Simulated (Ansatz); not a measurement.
# AlH: the cost of one run

The runs use Ansatz 0.2.0, Gaussian basis; PBE0-D4/def2-TZVP structures, single points in def2-TZVPP, no counterpoise correction.

Levels: SPW92, PBE-D4, BLYP-D4, r2SCAN-D4, B97M-V, PBE0-D4, B3LYP-D4, r2SCAN0-D4, BHLYP-D4, CAM-B3LYP-D4, wB97X-V, wB97M-V, B2PLYP, PBE-QIDH, RPA on PBE, Hartree-Fock, MP2, CCSD, CCSD(T).

Cores are frozen in the correlated methods. B3LYP uses VWN-RPA correlation. B2PLYP carries no dispersion term here.

57 further runs of the same task are left out: 1 that didn't finish, 56 set aside as unsound or not needed.

### 1 Where the work starts

The complex: 5 atoms, charge 0, spin multiplicity 1.

Atoms are counted from 1 here; the program's logs count them from 0.

Bond lengths: Al1–S2 2.693 Å, Al1–H4 1.673 Å, S2–H3 1.342 Å, S2–H5 1.345 Å. Angles: S2–Al1–H4 73.9°, Al1–S2–H3 102.8°, Al1–S2–H5 110.2°, H3–S2–H5 93.6°.

As a file:

```xyz
5
charge 0, multiplicity 1
Al   -1.3070   -1.2268    0.6447
S     0.4488    0.7742    0.2409
H     0.9736    0.4718   -0.9567
H    -1.7098   -0.5454   -0.8293
H     1.5944    0.5264    0.9004
```

Its parts: AlH holds atoms 1, 4; H2S holds atoms 2, 3, 5. Each part counts its atoms afresh in its own runs.

### 2 Relaxing AlH alone

relax-a/in.yaml reads:

```yaml
crystal:
  periodic: [false, false, false]
  atoms:
    - {symbol: Al, position_ang: [-1.307037, -1.226822, 0.644703]}
    - {symbol: H, position_ang: [-1.709816, -0.545408, -0.829345]}
basis:
  gaussian: {orbitals: def2-TZVP}
hamiltonian: {xc: pbe0, dispersion: d4}
relax: {f_tol: 0.005, max_steps: 200}
```

Started as:

```sh
$ ansatz run in.yaml --threads 2 --pin off --events-out ev --progress --plain --max-ram 4352MiB
```

**Question.** How long does this run take on 2 threads of Intel Xeon Platinum 8259CL at 2.50GHz, shared host?

About 1.3 s.
